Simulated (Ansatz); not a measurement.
The same path of H2NOSi (5 atoms, charge -1, multiplicity 1) was run twice with different band settings. The coordinate that changes most is the angle H4–N1–Si2.

Level of theory: RKS r2SCANh/def2-SVP (Ansatz 0.2.0).

Relaxed end points:

```xyz
5
Properties=species:S:1:pos:R:3
N -0.695 -1.020 -0.024
Si 0.335 0.254 0.067
O 0.328 1.776 -0.290
H -1.600 -0.756 -0.425
H 1.633 -0.254 0.672
```

```xyz
5
Properties=species:S:1:pos:R:3
N -1.129 -0.521 -0.303
Si 0.195 0.408 -0.022
O 0.471 1.922 -0.270
H -0.931 -1.481 -0.005
H 1.394 -0.329 0.600
```

Common settings: movable images 5; climbing image yes; optimiser quadratic models (default); start path IDPP; force threshold 0.05 eV/Å; iteration limit 60; end points relaxed.

| run | spring |
| --- | --- |
| 1 | 5.0 eV/Å² |
| 2 | 50.0 eV/Å² |

(1) What does each run give, and how far can it be trusted?

Results:

(1) Run 1: converged after 7 iterations, highest image 0.472 eV above the first end. A vibrational analysis at the climbing image gives one clearly imaginary mode, 609i cm⁻¹: a first-order saddle point.
Run 2: converged after 7 iterations, highest image 0.472 eV above the first end. Another band between the same ends (5 images) ends at a top of the same energy, where a vibrational analysis finds 1 clearly imaginary mode.
Limits of this set-up: an anion without diffuse functions, the dipole of an ion depends on the origin.
